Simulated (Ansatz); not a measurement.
Basis-set extrapolation for H2MgN (`[NH2][Mg]`) radical (PBE0-D4/def2-TZVP geometry, frozen core, Ansatz 0.2.0). Multiplicity 2, UHF reference. For Mg the program correlates outer-core shells too, which these sets cover unevenly, so the extrapolated numbers aren't a true limit.

```csv
,def2-TZVPP,def2-QZVPP
HF,-255.244485,-255.256819
MP2 correlation,-0.406572,-0.459769
CCSD(T) correlation,-0.430894,-0.485837
```

Energies in hartree. Use E(X) = E(∞) + A·exp(−7.88·√X) for Hartree–Fock and E(X) = E(∞) + B·X^(−2.97) for correlation, with X = 3 and 4.

Question: What is the CCSD(T) energy at the basis-set limit?

Answer: HF limit: -255.256819 + (-0.012334) × 0.13774 = -255.25852. Correlation limit: -0.485837 + (-0.054943) × 0.74074 = -0.52654. Total: -255.78506 hartree, 2.98 eV below CCSD(T)/def2-TZVPP.
